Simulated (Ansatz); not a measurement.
# CH4ClSi+ (SMILES [SiH3][CH+]Cl): single points off equilibrium

The atoms stand at a structure displaced at random from a GFN2-xTB minimum. How far do the functionals agree with CCSD(T) there?

Method: single points in def2-TZVPP; program: Ansatz 0.2.0, Gaussian basis.

Cores are frozen in the correlated methods.

### 1 Starting geometry

SMILES `[SiH3][CH+]Cl`, 7 atoms, charge 1, spin multiplicity 1.

Atoms are counted from 1 here; the program's logs count them from 0.

Bond lengths: Si1–H4 1.454 Å, Si1–H5 1.495 Å, C2–Cl3 1.793 Å, C2–H7 1.078 Å. Angles: H4–Si1–H5 126.5°, Cl3–C2–H7 144.5°.

As a file:

| atom | x (Å) | y (Å) | z (Å) |
| --- | --- | --- | --- |
| Si1 | -0.6634 | 0.4235 | -0.3454 |
| C2 | 0.9343 | -0.9362 | 0.2958 |
| Cl3 | 2.2618 | 0.0143 | 1.0362 |
| H4 | -1.6766 | -0.4952 | -0.8387 |
| H5 | -0.0403 | 1.5520 | -1.1028 |
| H6 | -1.1324 | 1.0967 | 1.2099 |
| H7 | 0.6805 | -1.8760 | -0.1676 |

### 2 CCSD(T)/def2-TZVPP

File run/in.yaml:

```yaml
crystal:
  periodic: [false, false, false]
  atoms:
    - {symbol: Si, position_ang: [-0.663400, 0.423500, -0.345400]}
    - {symbol: C, position_ang: [0.934300, -0.936200, 0.295800]}
    - {symbol: Cl, position_ang: [2.261800, 0.014300, 1.036200]}
    - {symbol: H, position_ang: [-1.676600, -0.495200, -0.838700]}
    - {symbol: H, position_ang: [-0.040300, 1.552000, -1.102800]}
    - {symbol: H, position_ang: [-1.132400, 1.096700, 1.209900]}
    - {symbol: H, position_ang: [0.680500, -1.876000, -0.167600]}
basis:
  gaussian: {orbitals: def2-TZVPP}
total_charge: 1
correlation: {method: ccsd_t}
output: {forces: true}
```

No record of the launch command was kept for these runs.

### 3 PBE0-D4/def2-TZVPP

Changes to run/in.yaml since step 2:

```diff
@@ -13,3 +13,3 @@
 total_charge: 1
-correlation: {method: ccsd_t}
-output: {forces: true}
+hamiltonian: {xc: pbe0, dispersion: d4}
+output: {forces: true, orbitals: {seedname: orbitals}}
```

### 4 wB97M-V/def2-TZVPP

Changes to run/in.yaml since step 3:

```diff
@@ -13,3 +13,3 @@
 total_charge: 1
-hamiltonian: {xc: pbe0, dispersion: d4}
-output: {forces: true, orbitals: {seedname: orbitals}}
+hamiltonian: {xc: {name: wB97M-V}}
+output: {forces: true}
```

### 5 r2SCAN-D4/def2-TZVPP

Changes to run/in.yaml since step 4:

```diff
@@ -13,3 +13,3 @@
 total_charge: 1
-hamiltonian: {xc: {name: wB97M-V}}
+hamiltonian: {xc: r2scan, dispersion: d4}
 output: {forces: true}
```

### 6 PBE-D4/def2-TZVPP

Changes to run/in.yaml since step 5:

```diff
@@ -13,3 +13,3 @@
 total_charge: 1
-hamiltonian: {xc: r2scan, dispersion: d4}
+hamiltonian: {xc: pbe, dispersion: d4}
 output: {forces: true}
```

### 7 revPBE-D4/def2-TZVPP

Changes to run/in.yaml since step 6:

```diff
@@ -13,3 +13,3 @@
 total_charge: 1
-hamiltonian: {xc: pbe, dispersion: d4}
+hamiltonian: {xc: {name: revPBE}, dispersion: d4}
 output: {forces: true}
```

### 8 r2SCANh-D4/def2-TZVPP

Changes to run/in.yaml since step 7:

```diff
@@ -13,3 +13,3 @@
 total_charge: 1
-hamiltonian: {xc: {name: revPBE}, dispersion: d4}
+hamiltonian: {xc: {name: r2SCANh}, dispersion: d4}
 output: {forces: true}
```

(Steps that only read results are left out.)

Q: Predict the outcome of this session. Wanted: energy less free atoms, CCSD(T)/def2-TZVPP; RMS force component; RMS force error; HOMO and LUMO, PBE0-D4; T1 diagnostic.

The runs gave:

```
                                  quantity                                                                                                value
energy less free atoms, CCSD(T)/def2-TZVPP                                                                                           -10.745 eV
                       RMS force component                                                                 1.923 to 2.113 eV/Å over the methods
                           RMS force error  PBE0-D4 0.157, wB97M-V 0.108, r2SCAN-D4 0.155, PBE-D4 0.262, revPBE-D4 0.287, r2SCANh-D4 0.132 eV/Å
                    HOMO and LUMO, PBE0-D4                                                                                 -14.16 and -10.55 eV
                             T1 diagnostic                                                                                                0.029
```

What this shows: Against CCSD(T) the functionals' energies less atoms differ by -1.024 to -0.374 eV, PBE-D4 by -1.024 eV. The reference is not at the basis limit: in triple zeta CCSD(T) underbinds, which counts against methods that bind more; the gaps are no ranking. On forces the order runs from wB97M-V to revPBE-D4. The T1 diagnostic is large here, over the usual mark for main-group molecules (transition-metal compounds often pass it harmlessly), so CCSD(T) itself may be off.
